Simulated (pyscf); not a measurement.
Single points on ωB97X-D3(BJ)/def2-SVP structures (PySCF, gas phase).

Q: Estimate the classical barrier height and the reaction energy of H₃C–CH•–SiH₃ (SMILES C[CH][SiH3]) → •H₂C–CH₂–SiH₃ (SMILES [CH2]C[SiH3]) at ωB97M-D3(BJ)/def2-TZVP. The step runs on the doublet surface, breaks C–H and forms C–H; take the reactant's lowest minimum found as zero.

A: ΔE‡ = 40.5 kcal/mol, ΔE = +2.4 kcal/mol. Zero-point energy shifts the barrier by -2.5 kcal/mol. It is a hydrogen shift, with an imaginary mode of 1869i cm⁻¹. H₃C–CH•–SiH₃ lies 17.7 kcal/mol over its isomer H₃C–SiH•–CH₃ (electronic energy, ωB97M-D3(BJ)/def2-TZVP). •H₂C–CH₂–SiH₃ lies 20.0 kcal/mol over its isomer H₃C–SiH•–CH₃ (electronic energy, ωB97M-D3(BJ)/def2-TZVP). One saddle was located; it need not be the lowest between these sides.
